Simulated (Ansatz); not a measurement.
A run for Ansatz (an electronic-structure program): U-wB97X-V/cc-pVTZ on ethanol (SMILES CCO), a point of a bond scan (R = 1.475 Å).

Ansatz 0.2 input:
```yaml
crystal:
  periodic: [false, false, false]
  atoms:
    - {symbol: C, position_ang: [-1.19870807, 0.14199361, 0.26380614]}
    - {symbol: C, position_ang: [0.06293393, -0.42920547, -0.36086495]}
    - {symbol: O, position_ang: [1.23309882, 0.30528049, -0.01232627]}
    - {symbol: H, position_ang: [-2.38737722, -0.61051725, -0.17960170]}
    - {symbol: H, position_ang: [-1.32566606, 1.18860747, -0.01689310]}
    - {symbol: H, position_ang: [-1.15705007, 0.08293868, 1.35507193]}
    - {symbol: H, position_ang: [0.17648705, -1.48647846, -0.08961519]}
    - {symbol: H, position_ang: [0.00552725, -0.37720409, -1.44899282]}
    - {symbol: H, position_ang: [1.32975984, 0.28858550, 0.94603633]}
basis:
  gaussian:
    orbitals: cc-pVTZ
hamiltonian:
  xc: {name: wB97X-V}
magnetization: {spin_polarized: true, initial_magnetization: 0}
```

It printed:

```
WARN ansatz: RAYON_NUM_THREADS=1 ignored (pool sized by the plan → 1); use --threads N
Functional definition: wB97X-V
integrals: 0.08 GiB planned
855 factors; their error is unknown
integrals: 0.12 GiB planned
231 factors; integrals over basis functions are off by at most 1.6e-5 eV
mean field: 1.06 GiB planned
mean field evaluation 1: about -4214.1884 eV, gradient 3.0e1 eV
mean field evaluation 2: about -4215.0483 eV, gradient 2.9e1 eV
mean field evaluation 4: about -4217.7796 eV, gradient 1.3e0 eV
mean field evaluation 8: about -4217.7762 eV, gradient 2.7e-1 eV
mean field evaluation 16: about -4217.7763 eV, gradient 3.4e-5 eV
mean field -4217.77633929 eV, -155.0004215574 hartree, gradient 3.4e-5 eV, S^2 0.000000; 0 other end points of the search recorded, 0 dependent functions left out
reference -4217.77633761 eV, -155.0004214955 hartree; 13, 13 occupied and 161, 161 virtual orbitals, 855 factors
Total energy: -4217.77633761 eV, -155.0004214955 hartree
```

The calculation finished and met its thresholds.

Cost: about 9 core-seconds (a rough figure).
